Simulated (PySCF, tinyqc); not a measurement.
Worked calculation: G0W0 on RHF in the sto-3g basis, for HF, spin multiplicity 1. The lowest restricted solution is unstable here: a spin-polarised one lies 0.0107 hartree lower (PySCF). Computed by tinyqc, a small Python program that keeps every step (integrals from PySCF). Settings: charge = 0, multiplicity = 1, basis = sto-3g, method = RHF, energy threshold = 1e-10, iteration cap = 87, orthogonalisation = symmetric, start = Wolfsberg-Helmholz matrix, DIIS depth = 6. Command: `OMP_NUM_THREADS=1 python tinyqc.py 25020 25021 out.jsonl` (the two numbers bound the seeds that draw the settings). One thread of a shared host (Intel(R) Xeon(R) Processor @ 2.60GHz), about 0.06 s of CPU time with the checks. The early iterations of the SCF are left out here.

## One-electron integrals

Geometry (angstrom):
```
atom,x,y,z
F,0.000000,0.000000,0.000000
H,0.000000,0.000000,1.310000
```

Basis sto-3g: exponents (1/bohr^2) and contraction coefficients of normalised primitives:
```
element,l (shell),exponent,coefficient
F,s (1),166.679130,0.154329
F,s (1),30.360812,0.535328
F,s (1),8.216821,0.444635
F,s (2),6.464803,-0.099967
F,s (2),1.502281,0.399513
F,s (2),0.488588,0.700115
F,p (3),6.464803,0.155916
F,p (3),1.502281,0.607684
F,p (3),0.488588,0.391957
H,s (1),3.425251,0.154329
H,s (1),0.623914,0.535328
H,s (1),0.168855,0.444635
```

Overlap, kinetic and nuclear-attraction integrals over the contracted functions; the nuclear repulsion is the sum of Za Zb / Rab.

nuclear repulsion = 3.63556862 hartree

overlap S:
```
,1F 1s,1F 2s,1F 2px,1F 2py,1F 2pz,2H 1s
1F 1s,1.000000,0.237990,0.000000,0.000000,0.000000,0.019512
1F 2s,0.237990,1.000000,0.000000,0.000000,0.000000,0.232983
1F 2px,0.000000,0.000000,1.000000,0.000000,0.000000,0.000000
1F 2py,0.000000,0.000000,0.000000,1.000000,0.000000,0.000000
1F 2pz,0.000000,0.000000,0.000000,0.000000,1.000000,0.208505
2H 1s,0.019512,0.232983,0.000000,0.000000,0.208505,1.000000
```

kinetic energy T (hartree):
```
,1F 1s,1F 2s,1F 2px,1F 2py,1F 2pz,2H 1s
1F 1s,36.984577,-0.212858,0.000000,0.000000,0.000000,-0.006392
1F 2s,-0.212858,1.037995,0.000000,0.000000,0.000000,0.003429
1F 2px,0.000000,0.000000,3.248015,0.000000,0.000000,0.000000
1F 2py,0.000000,0.000000,0.000000,3.248015,0.000000,0.000000
1F 2pz,0.000000,0.000000,0.000000,0.000000,3.248015,0.061707
2H 1s,-0.006392,0.003429,0.000000,0.000000,0.061707,0.760032
```

nuclear attraction V (hartree):
```
,1F 1s,1F 2s,1F 2px,1F 2py,1F 2pz,2H 1s
1F 1s,-77.413532,-9.272945,0.000000,0.000000,-0.007378,-0.778235
1F 2s,-9.272945,-11.945041,0.000000,0.000000,-0.092076,-1.945825
1F 2px,0.000000,0.000000,-11.837516,0.000000,0.000000,0.000000
1F 2py,0.000000,0.000000,0.000000,-11.837516,0.000000,0.000000
1F 2pz,-0.007378,-0.092076,0.000000,0.000000,-11.882706,-1.480800
2H 1s,-0.778235,-1.945825,0.000000,0.000000,-1.480800,-4.829628
```

core Hamiltonian H = T + V (hartree):
```
,1F 1s,1F 2s,1F 2px,1F 2py,1F 2pz,2H 1s
1F 1s,-40.428955,-9.485803,0.000000,0.000000,-0.007378,-0.784627
1F 2s,-9.485803,-10.907046,0.000000,0.000000,-0.092076,-1.942396
1F 2px,0.000000,0.000000,-8.589501,0.000000,0.000000,0.000000
1F 2py,0.000000,0.000000,0.000000,-8.589501,0.000000,0.000000
1F 2pz,-0.007378,-0.092076,0.000000,0.000000,-8.634691,-1.419094
2H 1s,-0.784627,-1.942396,0.000000,0.000000,-1.419094,-4.069596
```

## Two-electron integrals

Functions are numbered as in S; the eight-fold symmetry (ij|kl) = (ji|kl) = (kl|ij) leaves the list below.

Two-electron integrals (ij|kl) in chemists' order, unique and non-zero (hartree):
```
i,j,k,l,(ij|kl)
1,1,1,1,5.403501
2,1,1,1,0.841920
2,1,2,1,0.156299
2,2,1,1,1.268028
2,2,2,1,0.292344
2,2,2,2,0.926167
3,1,3,1,0.027998
3,2,3,1,0.043169
3,2,3,2,0.204588
3,3,1,1,1.264502
3,3,2,1,0.292403
3,3,2,2,0.925959
3,3,3,3,0.997514
4,1,4,1,0.027998
4,2,4,1,0.043169
4,2,4,2,0.204588
4,3,4,3,0.053770
4,4,1,1,1.264502
4,4,2,1,0.292403
4,4,2,2,0.925959
4,4,3,3,0.889973
4,4,4,4,0.997514
5,1,5,1,0.027998
5,2,5,1,0.043169
5,2,5,2,0.204588
5,3,5,3,0.053770
5,4,5,4,0.053770
5,5,1,1,1.264502
5,5,2,1,0.292403
5,5,2,2,0.925959
5,5,3,3,0.889973
5,5,4,4,0.889973
5,5,5,5,0.997514
6,1,1,1,0.069822
6,1,2,1,0.012864
6,1,2,2,0.023948
6,1,3,3,0.023914
6,1,4,4,0.023914
6,1,5,1,0.000498
6,1,5,2,0.000945
6,1,5,5,0.024021
6,1,6,1,0.001069
6,2,1,1,0.198570
6,2,2,1,0.046489
6,2,2,2,0.167078
6,2,3,3,0.164568
6,2,4,4,0.164568
6,2,5,1,0.003120
6,2,5,2,0.025710
6,2,5,5,0.171931
6,2,6,1,0.003885
6,2,6,2,0.038964
6,3,3,1,0.004598
6,3,3,2,0.028284
6,3,5,3,0.005236
6,3,6,3,0.005482
6,4,4,1,0.004598
6,4,4,2,0.028284
6,4,5,4,0.005236
6,4,6,4,0.005482
6,5,1,1,0.144292
6,5,2,1,0.034187
6,5,2,2,0.131683
6,5,3,3,0.126314
6,5,4,4,0.126314
6,5,5,1,0.006574
6,5,5,2,0.047130
6,5,5,5,0.142270
6,5,6,1,0.002958
6,5,6,2,0.037846
6,5,6,5,0.042057
6,6,1,1,0.400227
6,6,2,1,0.095184
6,6,2,2,0.395596
6,6,3,3,0.384191
6,6,4,4,0.384191
6,6,5,1,0.006922
6,6,5,2,0.081960
6,6,5,5,0.418111
6,6,6,1,0.007976
6,6,6,2,0.125835
6,6,6,5,0.143235
6,6,6,6,0.774606
```

## Orthogonalisation

S = U s U^T; symmetric (Loewdin) form X = U s^(-1/2) U^T, so that X^T S X = 1.

eigenvalues of S: 0.639724  0.856181  1.000000  1.000000  1.125533  1.378562

X:
```
,1F 1s,1F 2s,1F 2px,1F 2py,1F 2pz,2H 1s
1F 1s,1.022532,-0.126155,0.000000,0.000000,-0.002388,0.012604
1F 2s,-0.126155,1.045284,0.000000,0.000000,0.020162,-0.127016
1F 2px,0.000000,0.000000,1.000000,0.000000,0.000000,0.000000
1F 2py,0.000000,0.000000,0.000000,1.000000,0.000000,0.000000
1F 2pz,-0.002388,0.020162,0.000000,0.000000,1.017582,-0.111232
2H 1s,0.012604,-0.127016,0.000000,0.000000,-0.111232,1.039888
```

## Iteration 6 (converged): orbitals

converged F (hartree):
```
,1F 1s,1F 2s,1F 2px,1F 2py,1F 2pz,2H 1s
1F 1s,-25.920694,-6.625943,0.000000,0.000000,-0.013747,-0.555080
1F 2s,-6.625943,-3.014656,0.000000,0.000000,-0.015754,-0.564318
1F 2px,0.000000,0.000000,-0.464198,0.000000,0.000000,0.000000
1F 2py,0.000000,0.000000,0.000000,-0.464198,0.000000,0.000000
1F 2pz,-0.013747,-0.015754,0.000000,0.000000,-0.199069,-0.399132
2H 1s,-0.555080,-0.564318,0.000000,0.000000,-0.399132,-0.253412
```

Diagonalise F' = X^T F X, C = X C', fill 5 alpha and 5 beta electrons from the bottom; D = 2 C_occ C_occ^T. Each column has its largest component positive (the first on a tie).

F' = X^T F X (hartree):
```
,1,2,3,4,5,6
1,-25.452922,-3.389789,0.000000,0.000000,-0.029228,-0.027151
2,-3.389789,-1.829569,0.000000,0.000000,0.050968,-0.279217
3,0.000000,0.000000,-0.464198,0.000000,0.000000,0.000000
4,0.000000,0.000000,0.000000,-0.464198,0.000000,0.000000
5,-0.029228,0.050968,0.000000,0.000000,-0.117991,-0.386394
6,-0.027151,-0.279217,0.000000,0.000000,-0.386394,-0.081583
```

orbital energies (hartree): MO1 -25.929898, MO2 -1.409309, MO3 -0.464198, MO4 -0.464198, MO5 -0.463480, MO6 0.320623

coefficients C:
```
,MO1,MO2,MO3,MO4,MO5,MO6
1F 1s,0.995013,-0.259518,0.000000,0.000000,0.044840,0.047330
1F 2s,0.020386,1.003795,0.000000,0.000000,-0.227671,-0.255382
1F 2px,0.000000,0.000000,-0.241933,0.970293,0.000000,0.000000
1F 2py,0.000000,0.000000,0.970293,0.241933,0.000000,0.000000
1F 2pz,0.001060,0.017782,0.000000,0.000000,0.685378,-0.760393
2H 1s,-0.002651,0.088090,0.000000,0.000000,0.608911,0.855273
```

D after iteration 6:
```
,1F 1s,1F 2s,1F 2px,1F 2py,1F 2pz,2H 1s
1F 1s,2.118821,-0.500853,0.000000,0.000000,0.054345,0.003610
1F 2s,-0.500853,2.119708,0.000000,0.000000,-0.276338,-0.100522
1F 2px,0.000000,0.000000,2.000000,0.000000,0.000000,0.000000
1F 2py,0.000000,0.000000,0.000000,2.000000,0.000000,0.000000
1F 2pz,0.054345,-0.276338,0.000000,0.000000,0.940120,0.837795
2H 1s,0.003610,-0.100522,0.000000,0.000000,0.837795,0.757078
```

Within a degenerate level the vectors are fixed only up to a rotation; this is one choice.

## Convergence

Stop when the energy changes by less than 1e-10 hartree and every element of the error matrix X^T (F D S - S D F) X is below 3e-06.

Course of the cycle:
```
iteration,E (hartree),change,largest element of the error matrix
1,-98.12970656,-,4.48e-01
2,-98.48336800,-3.54e-01,4.78e-02
3,-98.48495315,-1.59e-03,9.68e-03
4,-98.48502588,-7.27e-05,4.51e-04
5,-98.48502600,-1.22e-07,4.40e-06
6,-98.48502600,-2.09e-11,2.01e-07
```

PySCF RHF in the same basis = -98.48502600 hartree

Converged in 6 iterations.

## Integrals over molecular orbitals

(pq|rs) = sum C_ip C_jq C_kr C_ls (ij|kl), one index at a time.

one-electron integrals over orbitals h = C^T H C (hartree):
```
,1,2,3,4,5,6
1,-40.411771,0.725199,0.000000,0.000000,-0.117900,-0.129623
2,0.725199,-9.120314,0.000000,0.000000,0.462058,0.713123
3,0.000000,0.000000,-8.589501,0.000000,0.000000,0.000000
4,0.000000,0.000000,0.000000,-8.589501,0.000000,0.000000
5,-0.117900,0.462058,0.000000,0.000000,-6.678423,2.324479
6,-0.129623,0.713123,0.000000,0.000000,2.324479,-5.946481
```

Two-electron integrals over orbitals (pq|rs), unique and non-zero (hartree):
```
p,q,r,s,(pq|rs)
1,1,1,1,5.364684
2,1,1,1,-0.523953
2,1,2,1,0.080651
2,2,1,1,1.238042
2,2,2,1,-0.023054
2,2,2,2,0.876380
3,1,3,1,0.029528
3,2,3,1,0.040227
3,2,3,2,0.190406
3,3,1,1,1.264028
3,3,2,1,-0.015170
3,3,2,2,0.897489
3,3,3,3,0.997514
4,1,4,1,0.029528
4,2,4,1,0.040227
4,2,4,2,0.190406
4,3,4,3,0.053770
4,4,1,1,1.264028
4,4,2,1,-0.015170
4,4,2,2,0.897489
4,4,3,3,0.889973
4,4,4,4,0.997514
5,1,1,1,0.089750
5,1,2,1,-0.013449
5,1,2,2,0.005601
5,1,3,3,0.002655
5,1,4,4,0.002655
5,1,5,1,0.016723
5,2,1,1,-0.111057
5,2,2,1,0.004481
5,2,2,2,-0.045665
5,2,3,3,-0.061841
5,2,4,4,-0.061841
5,2,5,1,0.020481
5,2,5,2,0.130194
5,3,3,1,-0.006263
5,3,3,2,-0.025253
5,3,5,3,0.033849
5,4,4,1,-0.006263
5,4,4,2,-0.025253
5,4,5,4,0.033849
5,5,1,1,0.870712
5,5,2,1,-0.008288
5,5,2,2,0.680120
5,5,3,3,0.666181
5,5,4,4,0.666181
5,5,5,1,-0.001715
5,5,5,2,-0.010871
5,5,5,5,0.663168
6,1,1,1,0.095644
6,1,2,1,-0.015236
6,1,2,2,0.002787
6,1,3,3,0.002819
6,1,4,4,0.002819
6,1,5,1,-0.012761
6,1,5,2,-0.022852
6,1,5,5,0.004827
6,1,6,1,0.019057
6,2,1,1,-0.139147
6,2,2,1,0.003775
6,2,2,2,-0.077266
6,2,3,3,-0.076885
6,2,4,4,-0.076885
6,2,5,1,-0.019912
6,2,5,2,-0.080468
6,2,5,5,-0.020803
6,2,6,1,0.019241
6,2,6,2,0.091306
6,3,3,1,-0.006290
6,3,3,2,-0.025818
6,3,5,3,-0.023125
6,3,6,3,0.028669
6,4,4,1,-0.006290
6,4,4,2,-0.025818
6,4,5,4,-0.023125
6,4,6,4,0.028669
6,5,1,1,-0.430943
6,5,2,1,0.007174
6,5,2,2,-0.247987
6,5,3,3,-0.254183
6,5,4,4,-0.254183
6,5,5,1,0.001329
6,5,5,2,0.075288
6,5,5,5,-0.089366
6,5,6,1,-0.004428
6,5,6,2,0.032718
6,5,6,5,0.240541
6,6,1,1,0.829312
6,6,2,1,-0.008838
6,6,2,2,0.631926
6,6,3,3,0.617518
6,6,4,4,0.617518
6,6,5,1,0.009266
6,6,5,2,0.041704
6,6,5,5,0.641398
6,6,6,1,-0.006717
6,6,6,2,-0.050510
6,6,6,5,-0.027895
6,6,6,6,0.665596
```

## Screening: direct RPA

With D = e_a - e_i and K = (ia|jb): diagonalise D^(1/2) (D + 4K) D^(1/2) = Z w^2 Z^T; X + Y = D^(1/2) Z w^(-1/2), each column of Z with its largest component positive (the first on a tie); E_c = (sum w - tr (D + 2K)) / 2.

D^(1/2) (D + 4K) D^(1/2) (hartree^2):
```
,1>6,2>6,3>6,4>6,5>6
1>6,691.090841,0.518634,0.000000,0.000000,-0.080348
2>6,0.518634,3.624474,0.000000,0.000000,0.152422
3>6,0.000000,0.000000,0.705943,0.000000,0.000000
4>6,0.000000,0.000000,0.000000,0.705943,0.000000
5>6,-0.080348,0.152422,0.000000,0.000000,1.369251
```

excitation energies w (hartree): 0.840204  0.840204  1.165752  1.906396  26.288614

X + Y:
```
,1,2,3,4,5
1>6,0.000000,0.000000,0.000791,-0.002764,0.999275
2>6,0.000000,0.000000,-0.081820,0.950443,0.000194
3>6,0.135219,0.956974,0.000000,0.000000,0.000000
4>6,0.956974,-0.135219,0.000000,0.000000,0.000000
5>6,0.000000,0.000000,0.818279,0.043075,-0.000020
```

RPA correlation energy = -0.05475354 hartree

Within a degenerate level the vectors are fixed only up to a rotation; this is one choice.

## G0W0 on Hartree-Fock: HOMO

W(p,q,m) = sqrt2 sum_ia (pq|ia) (X+Y)_ia,m; Sigma_c(x) = sum_(i,m) W^2/(x - e_i + w_m) + sum_(a,m) W^2/(x - e_a - w_m); solve x = e_p + Sigma_c(x) by Newton steps; Z = 1/(1 - dSigma/dx); 1 hartree = 27.211386 eV.

The 12 largest terms at x = e_p (hartree; W for the signs of X + Y given):
```
q,m,W,term
6,3,0.274568,-0.038663
5,3,-0.101003,0.008751
2,3,0.096410,0.004402
2,4,-0.103483,0.003755
6,4,0.058648,-0.001278
4,1,-0.031296,0.001165
3,2,-0.031296,0.001165
5,4,-0.033424,0.000586
2,5,-0.032318,0.000038
1,4,-0.026633,0.000026
4,2,0.004422,0.000023
3,1,-0.004422,0.000023
```

Newton steps (hartree):
```
step,x,Sigma_c(x),Z
0,-0.463480,-0.020001,0.966793
1,-0.482817,-0.019336,0.966738
2,-0.482816,-0.019336,0.966738
```

quasiparticle energy of the HOMO = -13.138097 eV

Hartree-Fock value = -12.611939 eV

## G0W0 on Hartree-Fock: LUMO

As before.

The 12 largest terms at x = e_p (hartree; W for the signs of X + Y given):
```
q,m,W,term
5,3,0.274568,0.038663
2,4,0.124644,0.004273
6,4,-0.069565,-0.002538
5,4,0.058648,0.001278
3,2,0.038799,0.000926
4,1,0.038799,0.000926
6,3,-0.026444,-0.000600
2,3,0.027318,0.000258
2,5,0.027215,0.000026
1,4,0.025518,0.000023
4,2,-0.005482,0.000018
3,1,0.005482,0.000018
```

Newton steps (hartree):
```
step,x,Sigma_c(x),Z
0,0.320623,0.043287,0.976010
1,0.362871,0.042266,0.976805
2,0.362888,0.042266,0.976806
```

quasiparticle energy of the LUMO = 9.874691 eV

Hartree-Fock value = 8.724584 eV
